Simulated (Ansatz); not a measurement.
Elastic constant C12 (GPa) of solids drawn from the class of carbides, at two levels: LDA in Ansatz (plane waves, PAW), and PBEsol (plane waves, PAW; Ansatz, a program for electronic structure).

```csv
solid,LDA,PBEsol
rock-salt TaC,133,?
rock-salt TiC,129,123
rock-salt NbC,128,124
hexagonal WC,253,240
rock-salt HfC,108,104
rock-salt ZrC,110,106
```

### Question
Estimate the withheld PBEsol value from the other rows.

### Answer
One way: carry over the typical ratio. The ratios PBEsol / LDA of the other rows, in order: 0.949, 0.953, 0.963, 0.964, 0.969; median 0.963. Rock-salt TaC: 133 × 0.963 = 128 GPa; the run gives 129 GPa. The ratios spread from 0.949 to 0.969, so such an estimate is rough. Rock-salt TaC lies outside that spread.

Over all 6 rows PBEsol is the larger in 0.

Ansatz's runs of these crystals have no spin polarisation.

Spin–orbit coupling is left out, also for the solids with elements from indium on (rock-salt TaC, hexagonal WC, rock-salt HfC); its size isn't shown.

Each level is taken at its own relaxed cell. Ansatz's density-functional and Hartree–Fock values are scalar-relativistic unless marked +SOC, with PAW data made under PBE.
